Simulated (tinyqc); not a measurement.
Inside a calculation. Method: ROHF in the sto-3g basis, for CH3, spin multiplicity 2. One step of it, computed by the program tinyqc.

Problem. Iteration 9 (converged): orbitals. Diagonalise F' = X^T F X, C = X C', fill 5 alpha and 4 beta electrons from the bottom; D(s) = C_occ C_occ^T. Each column has its largest component positive (the first on a tie).

converged F (hartree), lower triangle:
```
,1C 1s,1C 2s,1C 2px,1C 2py,1C 2pz,2H 1s,3H 1s,4H 1s
1C 1s,-10.989891
1C 2s,-2.957757,-1.386715
1C 2px,-0.000001,-0.000019,-0.125832
1C 2py,0.000000,0.000000,0.000000,-0.125961
1C 2pz,0.003716,0.024465,0.000002,0.000000,0.008247
2H 1s,-0.441083,-0.513134,-0.371544,0.000000,0.029318,-0.300665
3H 1s,-0.441116,-0.513176,0.185668,-0.321835,0.029324,-0.096396,-0.300711
4H 1s,-0.441116,-0.513176,0.185668,0.321835,0.029324,-0.096396,-0.096290,-0.300711
```

X, lower triangle:
```
,1C 1s,1C 2s,1C 2px,1C 2py,1C 2pz,2H 1s,3H 1s,4H 1s
1C 1s,1.027200
1C 2s,-0.151637,1.218230
1C 2px,-0.000005,0.000043,1.103775
1C 2py,0.000000,0.000000,0.000000,1.103888
1C 2pz,0.001210,-0.010514,-0.000002,0.000000,1.000570
2H 1s,0.021358,-0.221358,-0.235945,0.000000,0.012047,1.133104
3H 1s,0.021358,-0.221367,0.117894,-0.204404,0.012048,-0.015866,1.133118
4H 1s,0.021358,-0.221367,0.117894,0.204404,0.012048,-0.015866,-0.015881,1.133118
```

Give: F' = X^T F X; orbital energies; coefficients C; D(alpha) after iteration 9; D(beta) after iteration 9.

Solution.

F' = X^T F X (hartree), lower triangle:
```
,1,2,3,4,5,6,7,8
1,-10.7551
2,-1.5808,-0.5492
3,0.0000,0.0000,0.1198
4,0.0000,0.0000,0.0000,0.1199
5,0.0050,0.0009,0.0000,0.0000,0.0099
6,-0.0237,-0.3306,-0.4141,0.0000,0.0276,0.0002
7,-0.0237,-0.3306,0.2069,-0.3587,0.0276,-0.0217,0.0002
8,-0.0237,-0.3306,0.2069,0.3587,0.0276,-0.0217,-0.0217,0.0002
```

orbital energies (hartree): MO1 -10.9958, MO2 -0.7528, MO3 -0.4387, MO4 -0.4385, MO5 0.0075, MO6 0.4035, MO7 0.5803, MO8 0.5805

coefficients C:
```
,MO1,MO2,MO3,MO4,MO5,MO6,MO7,MO8
1C 1s,0.9931,-0.2227,0.0000,0.0000,-0.0267,-0.2071,-0.0001,0.0000
1C 2s,0.0287,0.7244,0.0000,-0.0001,0.1184,1.0558,0.0006,0.0000
1C 2px,0.0000,0.0000,0.0000,0.5282,0.0000,-0.0004,1.0114,0.0000
1C 2py,0.0000,0.0000,0.5281,0.0000,0.0000,0.0000,0.0000,1.0116
1C 2pz,-0.0007,-0.0343,0.0000,0.0000,0.9933,-0.1176,-0.0001,0.0000
2H 1s,-0.0048,0.2197,0.0000,0.5359,-0.0398,-0.6351,-0.8057,0.0000
3H 1s,-0.0048,0.2197,0.4641,-0.2679,-0.0398,-0.6359,0.4022,-0.6975
4H 1s,-0.0048,0.2197,-0.4641,-0.2679,-0.0398,-0.6359,0.4022,0.6975
```

D(alpha) after iteration 9, lower triangle:
```
,1C 1s,1C 2s,1C 2px,1C 2py,1C 2pz,2H 1s,3H 1s,4H 1s
1C 1s,1.0366
1C 2s,-0.1360,0.5396
1C 2px,0.0000,0.0000,0.2789
1C 2py,0.0000,0.0000,0.0000,0.2789
1C 2pz,-0.0195,0.0927,0.0000,0.0000,0.9879
2H 1s,-0.0526,0.1542,0.2831,0.0000,-0.0471,0.3371
3H 1s,-0.0526,0.1543,-0.1415,0.2451,-0.0471,-0.0937,0.3370
4H 1s,-0.0526,0.1543,-0.1415,-0.2451,-0.0471,-0.0937,-0.0937,0.3370
```

D(beta) after iteration 9, lower triangle:
```
,1C 1s,1C 2s,1C 2px,1C 2py,1C 2pz,2H 1s,3H 1s,4H 1s
1C 1s,1.0359
1C 2s,-0.1328,0.5256
1C 2px,0.0000,0.0000,0.2789
1C 2py,0.0000,0.0000,0.0000,0.2789
1C 2pz,0.0070,-0.0249,0.0000,0.0000,0.0012
2H 1s,-0.0537,0.1589,0.2831,0.0000,-0.0075,0.3355
3H 1s,-0.0537,0.1590,-0.1415,0.2451,-0.0075,-0.0953,0.3354
4H 1s,-0.0537,0.1590,-0.1415,-0.2451,-0.0075,-0.0953,-0.0953,0.3354
```
